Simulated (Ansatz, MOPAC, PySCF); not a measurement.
Molecule: CH$_{5}$Si (charge 0, doublet). SMILES: [SiH3][CH2]
Structure (B3LYP-D3(BJ)/def2-TZVP (Ansatz, a quantum-chemistry and plane-wave program) minimum search):
```
Si
H 1 1.4823
H 1 1.4830 2 109.47
H 1 1.4878 2 107.84 3 116.74
C 1 1.8421 2 110.29 4 121.63
H 5 1.0839 1 122.71 2 -26.73
H 5 1.0841 6 114.66 1 177.78
```
Charge 0, spin multiplicity 2.

Unscaled harmonic wavenumbers (cm⁻¹) in rising order, each level at the stationary point that it reaches from this structure (no distance between atoms moves by over 0.3 Å); the order of modes can differ between levels, and a negative number is imaginary. B3LYP-D3(BJ)/def2-TZVP (PySCF, at the structure above): 43, 524, 529, 671, 752, 841, 947, 949, 958, 1405, 2185, 2220, 2226, 3129, 3217.

PM3 (MOPAC): 51, 494, 518, 706, 721, 786, 817, 869, 870, 1307, 1919, 1919, 1940, 3185, 3196. Zero-point energy 27.6 against 29.4 kcal/mol; where all levels lie over 400 cm⁻¹, the wavenumbers are on average 0.937 times those of B3LYP-D3(BJ)/def2-TZVP.

HF/3-21G (Ansatz): 37, 538, 568, 698, 762, 914, 1007, 1022, 1036, 1529, 2246, 2267, 2278, 3275, 3373. Zero-point energy 30.8 against 29.4 kcal/mol; where all levels lie over 400 cm⁻¹, the wavenumbers are on average 1.051 times those of B3LYP-D3(BJ)/def2-TZVP.

B3LYP/6-31G* (Ansatz): 50, 523, 524, 662, 750, 853, 942, 956, 960, 1431, 2205, 2240, 2245, 3151, 3241. Zero-point energy 29.6 against 29.4 kcal/mol; where all levels lie over 400 cm⁻¹, the wavenumbers are on average 1.004 times those of B3LYP-D3(BJ)/def2-TZVP.
